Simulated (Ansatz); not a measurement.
Results of PBE-D4 (PAW; Ansatz, a program for electronic structure) for zinc-blende HgSe.

Run with plane-wave cutoff 500 eV, 12×12×12 k mesh, Fermi–Dirac smearing 0.05 eV, scalar-relativistic PAW data made under PBE.

Computed at the level's own relaxed cell.

**Question.** Predict the equilibrium volume per atom and equilibrium lattice constant a.

**Answer.** 
* **equilibrium volume per atom**: 29.39 Å³/atom
* **equilibrium lattice constant a**: 6.172 Å

The run finds no gap.

Measured, for comparison: equilibrium volume per atom 28.16 Å³/atom, lattice constant a 6.085 Å (293 K, not corrected to a static lattice; as tabulated in Cardona et al. (2009), arXiv:0908.2634). Computed (rounded) less measured: equilibrium volume per atom +4.4 %, lattice constant a +1.4 %.

Spin–orbit coupling is not included; it can shift volumes and moduli of such heavy elements.

The computed numbers hold no vibrational or temperature effects.
